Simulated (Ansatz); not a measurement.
`C#CC(C)F`, charge 0, multiplicity 1.

Task: Give a relaxed structure at PBE0-D4/def2-TZVP (the Gaussian-basis code of Ansatz). (Estimate.)

Result: Ansatz gave: 
Cartesian coordinates in Å:
```
C 0.126 -2.146 -0.792
C 0.108 -1.155 -0.118
C 0.107 0.066 0.678
C -0.121 1.306 -0.157
F -0.887 -0.014 1.646
H 0.135 -3.030 -1.385
H 1.058 0.139 1.217
H -0.122 2.186 0.487
H 0.673 1.408 -0.898
H -1.078 1.238 -0.676
```
This is one stationary point; other conformers may exist.
